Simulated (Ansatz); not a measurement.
A crystal in the bcc structure was computed with r²SCAN in Ansatz (plane waves, PAW datasets (generated hard set); cutoff 700 eV), no spin polarisation, no spin–orbit coupling, Fermi–Dirac smearing of 0.1 eV, k-spacing 0.18 to 0.19 Å⁻¹. It has a₀ = 3.151 Å and B₀ = 274 GPa.

Problem. Which is it?
A. Nb
B. Mo
C. Na
D. Ba
E. Rb

Solution. B. The five: Mo 3.151 Å, 274 GPa; Nb 3.306 Å, 173 GPa; Na 4.226 Å, 7.6 GPa; Ba 5.073 Å, 8.3 GPa; Rb 5.747 Å, 2.6 GPa.

The k-mesh is modest, so these values aren't fully converged in k. Potentials made with PBE were used with another functional.
